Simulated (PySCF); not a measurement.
# Core-level binding energies of `CCCCCCl`

Compound: C5H11Cl.
SMILES with atom numbers: `[CH3:1][CH2:2][CH2:3][CH2:4][CH2:5][Cl:6]`

Structure used (PBE0-D3(BJ)/def2-SVP), in Å, numbered top down from 1:
```xyz
17
C5H11Cl angstrom
C     -2.574    0.250    0.381
C     -1.285   -0.553    0.309
C     -0.040    0.314    0.178
C      1.250   -0.493    0.105
C      2.473    0.387   -0.032
Cl     3.978   -0.577   -0.123
H     -2.709    0.871   -0.520
H     -3.455   -0.403    0.469
H     -2.575    0.929    1.249
H     -1.329   -1.253   -0.544
H     -1.190   -1.187    1.209
H      0.008    1.013    1.032
H     -0.131    0.947   -0.724
H      1.213   -1.190   -0.750
H      1.358   -1.118    1.007
H      2.430    0.997   -0.946
H      2.580    1.066    0.826
```

Method used: PySCF, delta-SCF UKS SCAN, pcX-2 on the ionised atom, pcseg-1 elsewhere, spin-free X2C. These are vertical core ionisation energies against the vacuum level, from separate self-consistent calculations with and without the core hole.

Question: What binding energy does each computed site have?

Answer: 
```json
{"atom(s)": "Cl6", "environment": "alkyl chlorine", "level": "Cl 2p3/2", "binding energy (eV)": "205.74", "2p1/2 (eV)": "207.40", "above the level's lowest (eV)": "0.00", "count": "1"}
{"atom(s)": "C1", "environment": "methyl carbon", "level": "C 1s", "binding energy (eV)": "290.71", "2p1/2 (eV)": "–", "above the level's lowest (eV)": "0.00", "count": "1"}
{"atom(s)": "C2", "environment": "chain CH2 carbon", "level": "C 1s", "binding energy (eV)": "290.72", "2p1/2 (eV)": "–", "above the level's lowest (eV)": "+0.01", "count": "1"}
{"atom(s)": "C3", "environment": "chain CH2 carbon", "level": "C 1s", "binding energy (eV)": "290.75", "2p1/2 (eV)": "–", "above the level's lowest (eV)": "+0.04", "count": "1"}
{"atom(s)": "C4", "environment": "chain CH2 carbon", "level": "C 1s", "binding energy (eV)": "290.88", "2p1/2 (eV)": "–", "above the level's lowest (eV)": "+0.17", "count": "1"}
{"atom(s)": "C5", "environment": "sp3 C–Cl carbon", "level": "C 1s", "binding energy (eV)": "292.19", "2p1/2 (eV)": "–", "above the level's lowest (eV)": "+1.48", "count": "1"}
{"atom(s)": "Cl6", "environment": "alkyl chlorine", "level": "Cl 1s", "binding energy (eV)": "2828.32", "2p1/2 (eV)": "–", "above the level's lowest (eV)": "0.00", "count": "1"}
```

Lowest listed C 1s: C1, bonded to C and 3 H. Highest, 1.48 eV above it: C5, bonded to Cl, C and 2 H. The widest gap between neighbouring values is 1.31 eV, between 290.88 and 292.19 eV. The values 290.71, 290.72 and 290.75 eV lie too close for their order to be trusted.

Question: Express the binding energy of C 1s of C2 in atomic units and per mole.

Answer: 290.72 eV = 10.6838 Eh = 28050 kJ/mol.

Question: Which photon energy gives electrons from C 1s of C2 a kinetic energy of 50 eV, and what is their de Broglie wavelength?

Answer: hν = 290.72 + 50 = 340.72 eV, recoil neglected; λ = 12.264 Å/√(E/eV) = 1.73 Å.

The 2p values add to the ΔSCF energy of one spin-free hole a correction within the shell (spin–orbit coupling, ligand field). 2p1/2 minus 2p3/2 (ligand field included): Cl 1.65 eV. Isolated species at its PBE0-D3(BJ)/def2-SVP geometry (one conformer only).

Hardware: Intel Xeon Platinum 8488C, one thread, no GPU, on a shared host. Cost: 56 s, 0.73 GiB resident at most.
